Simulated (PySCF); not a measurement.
Mayer bond orders and bond lengths

Species: C₄H₁₁OP.
SMILES with atom numbers: `[CH3:1][CH2:2][PH:3](=[O:4])[CH2:5][CH3:6]` (hydrogens: H7, H8, H9 on C1; H10, H11 on C2; H12 on P3; H13, H14 on C5; H15, H16, H17 on C6)

Geometry (PBE0-D3(BJ)/def2-TZVP, Å), atoms numbered from 1 in this order:
```xyz
17
C4H11OP angstrom
C     -2.258    0.328   -0.141
C     -1.509   -0.922    0.294
P      0.262   -0.923   -0.083
O      0.970   -2.179    0.247
C      0.965    0.560    0.680
C      2.457    0.671    0.403
H     -1.962    1.201    0.443
H     -3.335    0.198   -0.013
H     -2.080    0.555   -1.196
H     -1.600   -1.097    1.371
H     -1.906   -1.815   -0.197
H      0.272   -0.582   -1.464
H      0.422    1.436    0.311
H      0.771    0.483    1.755
H      2.653    0.786   -0.666
H      2.886    1.533    0.916
H      2.977   -0.227    0.741
```

Bond orders from the PBE0/pcSseg-2 density (PySCF). Isolated species at its PBE0-D3(BJ)/def2-TZVP geometry (one conformer only).

Where do the orders between heavy atoms depart from those drawn in the SMILES?

The largest departure is 0.215, at P3–O4 (drawn double, 1.785).

Give the Mayer order of every bond, beside its length.

```csv
bond,drawn as,length (Å),Mayer order
C1–C2,single,1.522,0.933
C2–P3,single,1.811,0.916
P3–O4,double,1.479,1.785
P3–C5,single,1.809,0.911
C5–C6,single,1.522,0.944
C1–H7,single,1.092,1.003
C1–H8,single,1.092,0.991
C1–H9,single,1.093,0.998
C2–H10,single,1.094,0.986
C2–H11,single,1.094,0.982
P3–H12,single,1.423,0.878
C5–H13,single,1.095,0.979
C5–H14,single,1.095,0.979
C6–H15,single,1.093,1.004
C6–H16,single,1.092,0.992
C6–H17,single,1.091,1.004
```

Sum the orders of all bonds at each heavy atom with more than one neighbour and set the sums beside the valence in the SMILES.

C1 3.925 (drawn 4), C2 3.817 (drawn 4), P3 4.490 (drawn 5), C5 3.813 (drawn 4), C6 3.944 (drawn 4). Orders between atoms that aren't bonded are not in these sums.

Mayer orders depend on the basis set.

These values come from a run that also computed NMR shieldings. Time: 82 s of wall time (grids of density and orbitals included); peak memory 1.6 GiB. Hardware: an Arm Neoverse V1 with one thread, no GPU, shared host with 32 logical CPUs at a one-minute load of 17.
